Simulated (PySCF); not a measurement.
# Where does dimethyl disulfide take a proton?

System: dimethyl disulfide, `CSSC` (C2H6S2). Atom numbers as in the mapped SMILES `[CH3:1][S:2][S:3][CH3:4]`.

Computed at ωB97X-D3(BJ)/def2-TZVP // PBE0-D3(BJ)/def2-SVP with PySCF (density fitting, grid level 2). Zero-point and thermal terms (298.15 K, 1 bar) come from unscaled PBE0-D3(BJ)/def2-SVP harmonic frequencies, with soft modes damped to free rotors in the entropy.

| site | product | PA / eV | GB / eV |
| --- | --- | --- | --- |
| S2 (sulfide sulfur) | `CS[SH+]C` | 8.48 | 8.18 |

PA is −ΔH and GB is −ΔG of B + H⁺ → BH⁺ in the gas phase. Sites whose products fell apart, merged with another or lost in a GFN2-xTB screen aren't listed.

In ethanol the product from S2 is solvated 2.33 eV more strongly than the parent (electrostatics only).

Measured values (NIST Chemistry WebBook, evaluated or the median of agreeing entries): proton affinity (−ΔH) 815 kJ/mol (computed 818, difference 3); gas-phase basicity (−ΔG) 783 kJ/mol (computed 789, difference 6).
